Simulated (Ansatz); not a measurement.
# AlSi (quartet): wB97M-V, B2PLYP over a scan of the distance Si1–Al2, cc-pVDZ

How well do these functionals follow the top wave-function level for AlSi (quartet) over a scan of the distance Si1–Al2?

The runs use Ansatz 0.2.0, Gaussian basis; cc-pVDZ, all electrons in the functionals, frozen cores in the correlation of double hybrids and RPA.

The runs, in order: wB97M-V, B2PLYP, at 1.959 Å; 2.135 Å; 2.416 Å; 2.594 Å; 2.902 Å; 3.288 Å; 3.822 Å; 4.359 Å; 5.424 Å; 6.532 Å; 8.318 Å.

23 further runs of the same task are left out: 19 that didn't finish, 4 set aside as unsound or not needed.

## Step 1: What is computed

The geometry derives from a PBE0/def2-TZVP stationary point (not a proven minimum). One bond is set to the value named and the two fragments are kept rigid.

2 atoms, charge 0, spin multiplicity 4.

Atoms are counted from 1 here; the program's logs count them from 0.

Bond lengths: Si1–Al2 2.416 Å.

Geometry (Å):

| atom | x (Å) | y (Å) | z (Å) |
| --- | --- | --- | --- |
| Si1 | 0.0000 | 0.0000 | 0.0000 |
| Al2 | 0.0000 | 0.0000 | 2.4162 |

No dispersion term is added; wB97M-V holds VV10 nonlocal correlation.

The geometry shown and the zero of energy belong to the point 2.416 Å. The yardstick, FCI, and other wave-function levels (R restricted, U unrestricted, valence and pair active spaces) come from earlier runs.

## Step 2: wB97M-V, 1.959 Å

Contents of in.yaml:

```yaml
crystal:
  periodic: [false, false, false]
  atoms:
    - {symbol: Si, position_ang: [0.000000, 0.000000, 0.000000]}
    - {symbol: Al, position_ang: [0.000000, 0.000000, 1.959000]}
basis:
  gaussian: {orbitals: cc-pVDZ}
magnetization: {spin_polarized: true, initial_magnetization: 3}
hamiltonian: {xc: {name: wB97M-V}}
output: {orbitals: {seedname: orbitals}}
```

Launch:

```console
$ ansatz run in.yaml --threads 1 --pin off --events-out ev --progress --plain --max-ram 2393MiB
```

Further steps of the session: wB97M-V, 2.135 Å; wB97M-V, 2.416 Å; wB97M-V, 2.594 Å; wB97M-V, 2.902 Å; wB97M-V, 3.288 Å; wB97M-V, 3.822 Å; wB97M-V, 4.359 Å; wB97M-V, 5.424 Å; wB97M-V, 6.532 Å; wB97M-V, 8.318 Å; B2PLYP, 1.959 Å; B2PLYP, 2.135 Å; B2PLYP, 2.416 Å; B2PLYP, 2.594 Å; B2PLYP, 2.902 Å; B2PLYP, 3.288 Å; B2PLYP, 3.822 Å; B2PLYP, 4.359 Å; B2PLYP, 5.424 Å; B2PLYP, 6.532 Å; B2PLYP, 8.318 Å.

Q: Predict the results of all the runs planned. Wanted: span of the FCI curve; largest miss, wB97M-V; largest miss, B2PLYP.

As calculated:

```
             quantity                    value
span of the FCI curve            51.2 kcal/mol
largest miss, wB97M-V  +5.0 kcal/mol (8.318 Å)
 largest miss, B2PLYP  -3.5 kcal/mol (1.959 Å)
```

What this shows: Of the functionals, B2PLYP keep the smallest largest miss at the points compared (at most 3.5 kcal/mol) and wB97M-V strays most (5.0 kcal/mol, at 8.318 Å). Functionals and the yardstick converge differently with the basis, so part of each miss in cc-pVDZ is the basis.
